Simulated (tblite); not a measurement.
C4H9FN (doublet state).
Cartesian coordinates in Å at the GFN2-xTB level; atoms count from 1:
```xyz
15
C4H9FN angstrom
C      2.261   -0.804    0.047
N      1.668    0.427   -0.202
C      0.319    0.451   -0.706
C     -0.730    0.049    0.344
C     -2.132    0.047   -0.245
F     -3.056   -0.262    0.725
H      2.067   -1.577   -0.672
H      3.219   -0.779    0.530
H      1.837    1.107    0.529
H      0.269   -0.241   -1.551
H      0.106    1.460   -1.072
H     -0.490   -0.946    0.723
H     -0.699    0.748    1.183
H     -2.239   -0.706   -1.032
H     -2.405    1.034   -0.634
```

The geometry is computed with GFN2-xTB (gas phase). This method treats the open shell by occupation alone, without spin polarisation.

Take the most abundant isotopes and a rigid rotor. The values belong to one conformer with, in the numbering `[CH2:1][NH:2][CH2:3][CH2:4][CH2:5][F:6]`, H–C1–N2–C3 40° and -173°, C1–N2–C3–C4 72°, N2–C3–C4–C5 -178°, C3–C4–C5–F6 -178°.

Question: Give the principal moments of inertia and the rotational constants in GHz.

Answer: Ia = 45.38, Ib = 373.74, Ic = 391.53 u·Å²; 505379 MHz·u·Å²/I gives 11136, 1352 and 1291 MHz, that is A = 11.136, B = 1.3522, C = 1.2908 GHz.

Question: What kind of rotor is it?

Answer: A near-prolate asymmetric top. Ray's parameter κ = (2B − A − C)/(A − C) = -0.988; −1 is the prolate and +1 the oblate limit.

Question: Is it planar, by Δ = Ic − Ia − Ib?

Answer: Not planar: Δ = Ic − Ia − Ib = -27.59 u·Å². For a rigid frame Δ = −2 Σ m c², so Σ m c² = 13.80 u·Å² lies off the ab plane: 9.05 from hydrogen and 4.75 from heavier atoms. The atom farthest from that plane is 1.41 Å away.

Question: Give the other two planar moments, Paa and Pbb, and the rms extents of the mass along the axes.

Answer: Paa = Σ m a² = (Ib + Ic − Ia)/2 = 359.94 and Pbb = Σ m b² = (Ia + Ic − Ib)/2 = 31.59 u·Å². With the mass M = 90.07 u, the rms extents √(P/M) along a, b and c are 2.00, 0.59, 0.39 Å.

Question: Estimate the classical rotational partition function at 25 K, 100 K and 500 K.

Answer: Point group C1, symmetry number σ = 1; q = (√π/σ)·√((kT/h)³/(ABC)), k/h = 20836.6 MHz/K: 4780 at 25 K, 38200 at 100 K, 428000 at 500 K.

For this open shell read J as N, the rotation without spin; fine and hyperfine splittings come on top. Its GFN2-xTB frequencies are all real (lowest 72 cm⁻¹). Zero-point vibration and centrifugal distortion are left out.
